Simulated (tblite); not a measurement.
C₆H₆ (charge +1 and doublet state).
Atom-mapped SMILES: `[CH3:1][C:2]#[C:3][C:4]=[C+:5][CH3:6]` (hydrogens: H7, H8, H9 on C1; H10, H11, H12 on C6)

Cartesian coordinates in Å at the GFN2-xTB level; atoms count from 1:
```
atom  x, y, z in Å
C1    -3.298    0.107    0.138
C2    -1.894    0.126    0.078
C3    -0.663    0.142    0.026
C4     0.663    0.157   -0.031
C5     1.894    0.171   -0.083
C6     3.298    0.186   -0.143
H7    -3.638    0.256    1.169
H8    -3.720    0.902   -0.485
H9    -3.682   -0.855   -0.218
H10    3.650   -0.362   -1.023
H11    3.725   -0.282    0.751
H12    3.666    1.216   -0.205
```

The geometry is computed with GFN2-xTB (gas phase). This method treats the open shell by occupation alone, without spin polarisation.

Take the most abundant isotopes and a rigid rotor. 

**Question.** Give the principal moments of inertia and the rotational constants in cm⁻¹.

**Answer.** Ia = 6.37, Ib = 443.66, Ic = 443.66 u·Å²; 505379 MHz·u·Å²/I gives 79389, 1139 and 1139 MHz, that is A = 2.64813, B = 0.03800, C = 0.03800 cm⁻¹.

**Question.** What kind of rotor is it?

**Answer.** A prolate symmetric top, as the point group D3 requires two equal moments. Ray's parameter κ = (2B − A − C)/(A − C) = -1.000; −1 is the prolate and +1 the oblate limit.

**Question.** Estimate the classical rotational partition function at 50 K, 200 K and 298.15 K.

**Answer.** Point group D3, symmetry number σ = 6; q = (√π/σ)·√((kT/h)³/(ABC)), k/h = 20836.6 MHz/K: 979 at 50 K, 7830 at 200 K, 14300 at 298.15 K.

For this open shell read J as N, the rotation without spin; fine and hyperfine splittings come on top. Its lowest GFN2-xTB frequency is 10i cm⁻¹, too small to tell a flat minimum from a shallow saddle. These are rigid-rotor constants of the computed structure; measured ground-state constants (B0) also hold zero-point vibration.

On AMD EPYC 7B13, one thread (shared host), this took 0.24 s. This is the geometry optimisation.
